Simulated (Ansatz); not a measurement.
# CH₃ClO₃: up Jacob's ladder to CCSD(T)

Aim: compute CH₃ClO₃ with functionals from several rungs and with coupled cluster. The yardstick is the atomisation energy at the CCSD(T) limit.

The runs use Ansatz 0.2.0, Gaussian basis; functionals in def2-TZVPP, the program's frozen cores in correlated methods.

Levels to be run: LDA (SPW92), PBE-D4, revPBE-D4, BLYP-D4, r2SCAN-D4, B97M-V, PBE0-D4, B3LYP-D4, r2SCANh-D4, r2SCAN0-D4, HSE06-D4, BHLYP-D4, CAM-B3LYP-D4, LC-ωPBE, ωB97X-V, ωB97M-V, B2PLYP, PBE-QIDH; CCSD(T)/def2-SVP; CCSD(T)/def2-TZVPP; MP2/def2-QZVPP; extrapolation to the limit; RPA on PBE.

### 1 The geometry

An earlier PBE0-D4 in a triple-zeta def2 set relaxation fixed the geometry.

8 atoms, charge 0, spin multiplicity 1.

Atoms are counted from 1 here; the program's logs count them from 0.

Bond lengths: O1–C2 1.353 Å, O1–H6 0.964 Å, C2–O3 1.353 Å, C2–O4 1.353 Å, C2–Cl5 1.896 Å, O3–H7 0.964 Å, O4–H8 0.964 Å. Angles: C2–O1–H6 108.6°, O1–C2–O3 111.0°, O1–C2–O4 111.0°, O1–C2–Cl5 107.9°, O3–C2–O4 111.0°, O3–C2–Cl5 107.9°, O4–C2–Cl5 107.9°, C2–O3–H7 108.6°, C2–O4–H8 108.6°.

### 2 LDA

This LDA is Slater exchange with PW92 correlation.

in.yaml reads:

```yaml
crystal:
  periodic: [false, false, false]
  atoms:
    - {symbol: O, position_ang: [-0.843799, 0.181302, 1.046053]}
    - {symbol: C, position_ang: [0.034271, -0.022539, 0.037581]}
    - {symbol: O, position_ang: [1.151934, 0.719196, 0.211531]}
    - {symbol: O, position_ang: [0.338131, -1.335172, -0.081805]}
    - {symbol: Cl, position_ang: [-0.790746, 0.534730, -1.576347]}
    - {symbol: H, position_ang: [-1.059596, 1.119958, 1.081056]}
    - {symbol: H, position_ang: [1.738530, 0.572280, -0.538927]}
    - {symbol: H, position_ang: [-0.476526, -1.826855, -0.234941]}
basis:
  gaussian: {orbitals: def2-TZVPP}
hamiltonian: {xc: lda}
output: {orbitals: {seedname: orbitals}}
```

Started as:

```console
ansatz run in.yaml --threads 2 --pin off --events-out ev --progress --plain --max-ram 4352MiB
```

After this run come: PBE-D4 (GGA); revPBE-D4 (GGA); BLYP-D4 (GGA); r2SCAN-D4 (meta-GGA); B97M-V (meta-GGA); PBE0-D4 (hybrid); B3LYP-D4 (hybrid); r2SCANh-D4 (hybrid); r2SCAN0-D4 (hybrid); HSE06-D4 (hybrid); BHLYP-D4 (hybrid); CAM-B3LYP-D4 (range-separated); LC-ωPBE (range-separated); ωB97X-V (range-separated); ωB97M-V (range-separated); B2PLYP (double hybrid); PBE-QIDH (double hybrid); CCSD(T) in def2-SVP; CCSD(T) in def2-TZVPP; MP2 in def2-QZVPP; RPA on PBE orbitals.

**Question.** What will the summary of the whole plan be? Wanted: atomisation energy, CCSD(T)/CBS; farthest beyond LDA; mean size of error, GGA; mean size of error, meta-GGA; mean size of error, hybrid; mean size of error, range-separated; mean size of error, double hybrid; gap, smallest and largest; T1 diagnostic.

As calculated:

| quantity | value |
| --- | --- |
| atomisation energy, CCSD(T)/CBS | 2995.1 kJ/mol |
| functionals within 15.0 kJ/mol (0.5 %) | revPBE-D4, BLYP-D4, B97M-V, PBE0-D4, HSE06-D4, CAM-B3LYP-D4, LC-ωPBE, ωB97X-V, ωB97M-V |
| farthest beyond LDA | BHLYP-D4 (-202.1 kJ/mol) |
| mean size of error, GGA | 42.5 kJ/mol |
| mean size of error, meta-GGA | 13.2 kJ/mol |
| mean size of error, hybrid | 58.0 kJ/mol |
| mean size of error, range-separated | 8.7 kJ/mol |
| mean size of error, double hybrid | 48.8 kJ/mol |
| gap, smallest and largest | 6.11 eV (LDA (SPW92)), 14.07 eV (LC-ωPBE) |
| T1 diagnostic | 0.0114 |
| triples share of the correlation energy | 3.8 % |

What this shows: The LDA atomisation energy is off by 637.8 kJ/mol (21 %): it overbinds. PBE-D4 misses by +120.1 kJ/mol. Double hybrids carry the basis error of their MP2 part in triple zeta, and no dispersion term here, so their miss is partly the set-up's. The rungs range-separated, meta-GGA miss on average by less than the doubt on the reference (15.0 kJ/mol), so they tie. Misses under about 15.0 kJ/mol are within the doubt on the reference itself, which lacks core-valence correlation, relativity and higher excitations. Hartree-Fock recovers 64 % of the binding; the rest is correlation. CCSD(T) in def2-SVP is off by -209.7 kJ/mol, more than most functionals: a good method in a small basis is no reference. Orbital gaps span 6.1 to 14.1 eV; exact exchange widens them.
